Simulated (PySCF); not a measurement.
# F2S: the cost of one run

Programs: PySCF 2.14.0, with density-fitted response routines of our own. Each step states its level of theory. These are calculated values for one molecule in the gas phase, unless marked as measured. Atoms are numbered from 0 throughout.

### Step 1. The molecule as given

3 atoms, charge 0, multiplicity 1; geometry from: GFN2-xTB.

Bonds of the start (Å): F0–S1 1.63, S1–F2 1.63.

### Step 2. Optimising the geometry at PBE0-D3(BJ)/def2-TZVP

Job settings and geometry (Å):

```
{"job": {"xc": "PBE0", "basis": "def2-TZVP", "d3": "d3bj", "grid": 2, "kind": "geom"}, "charge": 0, "multiplicity": 1}
F     -1.225780    -0.495370    -0.002610
S     -0.000910     0.584400    -0.002890
F      1.227530    -0.490980     0.007490
```

Q: Estimate the wall time of this first job on 4 threads of Arm Neoverse V2, shared host.

About 4.5 s.
